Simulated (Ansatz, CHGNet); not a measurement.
Lattice constant a of bcc V: levels of theory against measurement

Reference value: 3.021 Å (measured, static lattice: zero-point anharmonic expansion removed; as tabulated in Mejia-Rodriguez and Trickey (2018), arXiv:1807.09216).

```tsv
level (code)	value (Å)	error (%)
CHGNet 0.3.0 (CHGNet)	2.996	-0.83
PBE (Ansatz)	2.997	-0.79
r²SCAN-D4 (Ansatz)	2.976	-1.49
PBE0 (Ansatz)	2.962	-1.95
```

Nearest, and alike: PBE (-0.79 %), CHGNet 0.3.0 (-0.83 %). PBE0 (-1.95 %) misses by most. Within 1 %: CHGNet 0.3.0, PBE. All 4 levels lie below the reference.

The crystal itself was run without spin with PBE, r²SCAN-D4, PBE0. Cutoffs and k meshes differ between the levels. Ansatz's density-functional and Hartree–Fock values are scalar-relativistic unless marked +SOC, with PAW data made under PBE.

Machine-learned potentials (CHGNet 0.3.0) are trained on DFT data, which may include these solids.

Differences are worked out from the printed values.

Ansatz is a first-principles code.
